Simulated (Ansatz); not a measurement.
Ansatz (a quantum-chemistry and plane-wave program) input (B3LYP-D3(BJ)/def2-TZVP):

Ansatz 0.2 input:
```yaml
crystal:
  periodic: [false, false, false]
  atoms:
    - {symbol: Si, position_ang: [0.21612307, 0.20976238, 0.22258598]}
    - {symbol: F, position_ang: [-0.72085928, -0.74673103, 1.07691475]}
    - {symbol: F, position_ang: [-0.71439787, 1.11947221, -0.68804678]}
    - {symbol: F, position_ang: [1.09906570, -0.69903821, -0.73511283]}
basis:
  gaussian:
    orbitals: def2-TZVP
hamiltonian:
  xc: b3lyp
  dispersion: d3bj
magnetization: {spin_polarized: true, initial_magnetization: 1}
phonons: {temperatures: {t_min: 298.15, t_max: 298.15, t_step: 100}}
```

Output:

```
Functional definition: B3LYP
integrals: 0.04 GiB planned
729 factors; their error is unknown
mean field: 0.55 GiB planned
mean field evaluation 1: about -16032.1275 eV, gradient 4.0e1 eV
mean field evaluation 2: about -16023.6242 eV, gradient 6.9e1 eV
mean field evaluation 4: about -16036.5116 eV, gradient 5.8e-1 eV
mean field evaluation 8: about -16036.5670 eV, gradient 9.0e-3 eV
mean field -16036.56700046 eV, -589.3329672915 hartree, gradient 2.2e-5 eV, S^2 0.750986; 0 other end points of the search recorded, 0 dependent functions left out
the calculation of the forces begins
reference -16036.56717740 eV, -589.3329737939 hartree; 21, 20 occupied and 109, 110 virtual orbitals, 729 factors
these checks for a lower state are left out or cut short: stability, starts, cluster_reference, orbital_swaps, neighbouring_geometries, increment
integrals: 0.04 GiB planned
729 factors; their error is unknown
mean field: 0.55 GiB planned
mean field evaluation 16: about -16036.5126 eV, gradient 1.6e-1 eV
mean field -16036.56690153 eV, -589.3329636556 hartree, gradient 1.4e-6 eV, S^2 0.750988; 0 other end points of the search recorded, 0 dependent functions left out
the calculation of the forces begins
reference -16036.56707845 eV, -589.3329701575 hartree; 21, 20 occupied and 109, 110 virtual orbitals, 729 factors
these checks for a lower state are left out or cut short: stability, starts, cluster_reference, orbital_swaps, neighbouring_geometries, increment
integrals: 0.04 GiB planned
729 factors; their error is unknown
mean field: 0.55 GiB planned
mean field -16036.56690027 eV, -589.3329636093 hartree, gradient 2.2e-6 eV, S^2 0.750983; 0 other end points of the search recorded, 0 dependent functions left out
the calculation of the forces begins
reference -16036.56707722 eV, -589.3329701123 hartree; 21, 20 occupied and 109, 110 virtual orbitals, 729 factors
these checks for a lower state are left out or cut short: stability, starts, cluster_reference, orbital_swaps, neighbouring_geometries, increment
integrals: 0.04 GiB planned
729 factors; their error is unknown
mean field: 0.55 GiB planned
mean field evaluation 32: about -16036.5669 eV, gradient 9.1e-5 eV
mean field -16036.56687119 eV, -589.3329625407 hartree, gradient 1.7e-6 eV, S^2 0.750987; 0 other end points of the search recorded, 0 dependent functions left out
the calculation of the forces begins
reference -16036.56704809 eV, -589.3329690418 hartree; 21, 20 occupied and 109, 110 virtual orbitals, 729 factors
these checks for a lower state are left out or cut short: stability, starts, cluster_reference, orbital_swaps, neighbouring_geometries, increment
integrals: 0.04 GiB planned
729 factors; their error is unknown
mean field: 0.55 GiB planned
mean field -16036.56686972 eV, -589.3329624868 hartree, gradient 2.8e-6 eV, S^2 0.750984; 0 other end points of the search recorded, 0 dependent functions left out
the calculation of the forces begins
reference -16036.56704670 eV, -589.3329689907 hartree; 21, 20 occupied and 109, 110 virtual orbitals, 729 factors
these checks for a lower state are left out or cut short: stability, starts, cluster_reference, orbital_swaps, neighbouring_geometries, increment
integrals: 0.04 GiB planned
729 factors; their error is unknown
mean field: 0.55 GiB planned
mean field -16036.56691660 eV, -589.3329642095 hartree, gradient 3.0e-6 eV, S^2 0.750983; 0 other end points of the search recorded, 0 dependent functions left out
the calculation of the forces begins
reference -16036.56709353 eV, -589.3329707116 hartree; 21, 20 occupied and 109, 110 virtual orbitals, 729 factors
these checks for a lower state are left out or cut short: stability, starts, cluster_reference, orbital_swaps, neighbouring_geometries, increment
integrals: 0.04 GiB planned
729 factors; their error is unknown
mean field: 0.55 GiB planned
mean field -16036.56693247 eV, -589.3329647928 hartree, gradient 2.3e-6 eV, S^2 0.750988; 0 other end points of the search recorded, 0 dependent functions left out
the calculation of the forces begins
reference -16036.56710942 eV, -589.3329712955 hartree; 21, 20 occupied and 109, 110 virtual orbitals, 729 factors
these checks for a lower state are left out or cut short: stability, starts, cluster_reference, orbital_swaps, neighbouring_geometries, increment
integrals: 0.04 GiB planned
729 factors; their error is unknown
mean field: 0.55 GiB planned
mean field -16036.56698569 eV, -589.3329667486 hartree, gradient 1.7e-6 eV, S^2 0.750987; 0 other end points of the search recorded, 0 dependent functions left out
the calculation of the forces begins
reference -16036.56716265 eV, -589.3329732516 hartree; 21, 20 occupied and 109, 110 virtual orbitals, 729 factors
these checks for a lower state are left out or cut short: stability, starts, cluster_reference, orbital_swaps, neighbouring_geometries, increment
integrals: 0.04 GiB planned
729 factors; their error is unknown
mean field: 0.55 GiB planned
mean field evaluation 64: about -16036.5670 eV, gradient 3.6e-5 eV
mean field -16036.56697139 eV, -589.3329662229 hartree, gradient 2.1e-6 eV, S^2 0.750985; 0 other end points of the search recorded, 0 dependent functions left out
the calculation of the forces begins
reference -16036.56714831 eV, -589.3329727248 hartree; 21, 20 occupied and 109, 110 virtual orbitals, 729 factors
these checks for a lower state are left out or cut short: stability, starts, cluster_reference, orbital_swaps, neighbouring_geometries, increment
integrals: 0.04 GiB planned
729 factors; their error is unknown
mean field: 0.55 GiB planned
mean field -16036.56695456 eV, -589.3329656044 hartree, gradient 2.4e-6 eV, S^2 0.750984; 0 other end points of the search recorded, 0 dependent functions left out
the calculation of the forces begins
reference -16036.56713150 eV, -589.3329721071 hartree; 21, 20 occupied and 109, 110 virtual orbitals, 729 factors
these checks for a lower state are left out or cut short: stability, starts, cluster_reference, orbital_swaps, neighbouring_geometries, increment
integrals: 0.04 GiB planned
729 factors; their error is unknown
mean field: 0.55 GiB planned
mean field -16036.56696531 eV, -589.3329659998 hartree, gradient 1.9e-6 eV, S^2 0.750987; 0 other end points of the search recorded, 0 dependent functions left out
the calculation of the forces begins
reference -16036.56714225 eV, -589.3329725021 hartree; 21, 20 occupied and 109, 110 virtual orbitals, 729 factors
these checks for a lower state are left out or cut short: stability, starts, cluster_reference, orbital_swaps, neighbouring_geometries, increment
integrals: 0.04 GiB planned
729 factors; their error is unknown
mean field: 0.55 GiB planned
mean field -16036.56697082 eV, -589.3329662020 hartree, gradient 2.0e-6 eV, S^2 0.750987; 0 other end points of the search recorded, 0 dependent functions left out
the calculation of the forces begins
reference -16036.56714777 eV, -589.3329727049 hartree; 21, 20 occupied and 109, 110 virtual orbitals, 729 factors
these checks for a lower state are left out or cut short: stability, starts, cluster_reference, orbital_swaps, neighbouring_geometries, increment
integrals: 0.04 GiB planned
729 factors; their error is unknown
mean field: 0.55 GiB planned
mean field -16036.56694967 eV, -589.3329654249 hartree, gradient 2.4e-6 eV, S^2 0.750984; 0 other end points of the search recorded, 0 dependent functions left out
the calculation of the forces begins
reference -16036.56712660 eV, -589.3329719269 hartree; 21, 20 occupied and 109, 110 virtual orbitals, 729 factors
these checks for a lower state are left out or cut short: stability, starts, cluster_reference, orbital_swaps, neighbouring_geometries, increment
integrals: 0.04 GiB planned
729 factors; their error is unknown
mean field: 0.55 GiB planned
mean field evaluation 96: about -16036.5670 eV, gradient 2.4e-6 eV
mean field -16036.56695638 eV, -589.3329656715 hartree, gradient 2.4e-6 eV, S^2 0.750984; 0 other end points of the search recorded, 0 dependent functions left out
the calculation of the forces begins
reference -16036.56713334 eV, -589.3329721746 hartree; 21, 20 occupied and 109, 110 virtual orbitals, 729 factors
these checks for a lower state are left out or cut short: stability, starts, cluster_reference, orbital_swaps, neighbouring_geometries, increment
integrals: 0.04 GiB planned
729 factors; their error is unknown
mean field: 0.55 GiB planned
mean field -16036.56696647 eV, -589.3329660424 hartree, gradient 1.9e-6 eV, S^2 0.750987; 0 other end points of the search recorded, 0 dependent functions left out
the calculation of the forces begins
reference -16036.56714340 eV, -589.3329725442 hartree; 21, 20 occupied and 109, 110 virtual orbitals, 729 factors
Total energy: -16036.65365291 eV, -589.3361517100 hartree
Atom 0 at     0.216123     0.209762     0.222586 Å, force    -0.000070    -0.000069    -0.000061 eV/Å
Atom 1 at    -0.720859    -0.746731     1.076915 Å, force     0.000070     0.000072    -0.000067 eV/Å
Atom 2 at    -0.714398     1.119472    -0.688047 Å, force     0.000035    -0.000036     0.000063 eV/Å
Atom 3 at     1.099066    -0.699038    -0.735113 Å, force    -0.000035     0.000033     0.000065 eV/Å
Dipole moment:     0.146318     0.142012     0.150692 e Å
Vibrations: 281.93 281.93 398.17 817.12 942.20 942.21 cm⁻¹, zero-point energy 0.227112 eV
```

It need not be the lowest isomer of its formula.
